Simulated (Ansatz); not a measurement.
Relaxing Os

The calculation used DFT PBEsol, scalar-relativistic, plane waves, PAW (Ansatz 0.2.0). Cutoff 420 eV, Γ-centred k mesh, Gaussian smearing, no spin polarisation in the final step.

A relaxed cell is given with its space group left out.

```
CELL_PARAMETERS angstrom
1.36501 -4.71972 0.00000
1.36501 4.71972 0.00000
0.00000 0.00000 4.65126
ATOMIC_POSITIONS crystal
Os 0.12631 0.87369 0.98339
Os 0.62631 0.37369 0.51661
Os 0.87369 0.12631 0.01661
Os 0.37369 0.62631 0.48339
```

Energies count from the standard state of Os at the same level.

(1) What space group does it have?

(2) How far above the standard state of Os does it lie?

(3) Is it a metal?

## Answers

(1) Cmce (No. 64). Conventional cell: a = 2.730 Å, b = 9.439 Å, c = 4.651 Å. Os is coordinated by 1 Os at 2.39 Å, 2 Os at 2.56 Å and 6 Os at 2.71–2.83 Å.

(2) 0.86 eV/atom.

(3) Yes, bands cross the Fermi level on the 18×18×10 mesh.

The final run used a 18×18×10 mesh on its 4-atom cell and 0.10 eV smearing. The k mesh leaves about 4 meV/atom of noise in metals. Spin–orbit coupling is left out. The cell came from a trial start, so Os may not exist in this structure.